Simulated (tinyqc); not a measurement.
Worked calculation: RKS/LDA (VWN5) in the sto-3g basis, for CH2, spin multiplicity 1. This run ends on a higher stationary point, not on the lowest solution. Computed by tinyqc, a small Python program that keeps every step (integrals from PySCF). Settings: charge = 0, multiplicity = 1, basis = sto-3g, energy threshold = 1e-10, iteration cap = 61, orthogonalisation = canonical, start = core, DIIS depth = 8, method = RKS, functional = lda,vwn, grid = [30, 50]. Command: `OMP_NUM_THREADS=1 python tinyqc.py 21573 21574 out.jsonl` (the two numbers bound the seeds that draw the settings). One thread of a shared host (Intel(R) Xeon(R) Processor @ 2.60GHz), about 2 s of CPU time with the checks.

Geometry (angstrom):
```
atom        x         y        z
C     0.00000   0.00000  0.00000
H     0.00000   1.00900  0.51200
H     0.00000  -1.00900  0.51200
```

Stop when the energy changes by less than 1e-10 hartree and every element of the error matrix X^T (F D S - S D F) X is below 3e-06.

Course of the cycle:
```
iteration  E (hartree)     change  largest element of the error matrix
1          -36.6006815          -                             9.23e-01
2          -37.8321545  -1.23e+00                             5.85e-01
3          -38.1767920  -3.45e-01                             4.02e-02
4          -38.0552080   1.22e-01                             1.24e-01
5          -38.0620355  -6.83e-03                             1.05e-01
6          -38.1732616  -1.11e-01                             1.02e-01
7          -38.1751616  -1.90e-03                             7.87e-02
8          -38.0569780   1.18e-01                             1.19e-01
9          -38.0530963   3.88e-03                             1.29e-01
10         -38.0496479   3.45e-03                             1.38e-01
11         -38.1767640  -1.27e-01                             5.13e-02
12         -38.1752762   1.49e-03                             7.67e-02
13         -38.0580967   1.17e-01                             1.16e-01
14         -38.0555122   2.58e-03                             1.23e-01
...                ...        ...                                  ...
48         -38.0596289   4.60e-02                             1.13e-01
49         -38.0840734  -2.44e-02                             9.62e-02
50         -38.1485385  -6.45e-02                             9.30e-02
51         -38.1408722   7.67e-03                             8.99e-02
52         -38.0643019   7.66e-02                             1.10e-01
53         -38.1696625  -1.05e-01                             6.69e-02
54         -38.1767849  -7.12e-03                             2.61e-02
55         -38.0634481   1.13e-01                             1.04e-01
56         -38.0497599   1.37e-02                             1.38e-01
57         -38.0502307  -4.71e-04                             1.36e-01
58         -38.0477368   2.49e-03                             1.42e-01
59         -38.0518005  -4.06e-03                             1.33e-01
60         -38.1750988  -1.23e-01                             7.92e-02
61         -38.1747573   3.41e-04                             3.36e-02
```

Can the last value be used, and what does the course show?

Not by the stop rule. Not converged within the cap of 61 iterations: the residual wanders without falling. Reruns (cap 100 unless said): damping 0.5: not converged; level shift 0.5: converged in 15 to a higher stationary point; atomic densities as start, DIIS 8: not converged; the original settings with a cap of 400: not converged. PySCF RKS in the same basis, fine grid = -38.1740485 hartree, which differs from a converged run on this coarse grid by the grid error.
